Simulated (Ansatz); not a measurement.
`NBS` + H₂ → `BS` + NH₃ at 298.15 K and 1 bar (hydrogenolysis of a B–N bond).

Isolated molecules relaxed with PBE0-D4/def2-TZVP in Ansatz; ΔE leaves out vibrations. CBS: MP2 limit from def2 TZ/QZ plus the TZ coupled-cluster correction, frozen cores. This one scheme is used for every species. Each species was taken in one conformer, which may not be the lowest.

```csv
species,CCSD(T)/CBS energy (Eh),H − E (kJ/mol),S (J/(mol·K))
`NBS`,-479.74963,144.9,276.6
H₂,-1.17544,35.1,130.4
`BS`,-424.38198,90.6,245.0
NH₃,-56.50880,100.5,192.4
```

H − E and S are ideal-gas, rigid-rotor, harmonic terms from PBE0-D4/def2-TZVP, for one conformer and one mirror image of each species. The MP2-based limit puts H₂ 0.8 mEh under its directly extrapolated value; such offsets cancel only in part. 1 Eh = 2625.50 kJ/mol, R = 8.31446 J/(mol·K).

Task: By hand: ΔE, ΔH, ΔS and ΔG.

Result: ΔE = (-424.38198) + (-56.50880) − (-479.74963) − (-1.17544) = 0.03429 Eh = 90.0 kJ/mol. Δ(H − E) = 90.6 + 100.5 − 144.9 − 35.1 = 11.1, so ΔH = 101.1 kJ/mol. ΔS = 245.0 + 192.4 − 276.6 − 130.4 = 30.4 J/(mol·K). ΔG = 101.1 − 298.15 × (30.4)/1000 = 92.0 kJ/mol.

Task: By hand: the equilibrium constant, and the temperature at which ΔG would vanish if ΔH and ΔS stayed fixed.

Result: log₁₀ K = −ΔG/(RT ln 10) = -16.1. ΔG = 0 at ΔH/ΔS = 3326 K, far beyond where these terms or the molecules hold.

ΔH outweighs TΔS. A doubt of 5 kJ/mol in ΔE shifts log₁₀ K by 0.9 here. Other conformers and mirror images would add mixing entropy, several J/(mol·K) or more a flexible species. These are equilibria of isolated gas molecules and say nothing of rates. Largest T1 diagnostic: 0.015 (customary marks: 0.02 for closed shells, 0.045 for open ones).
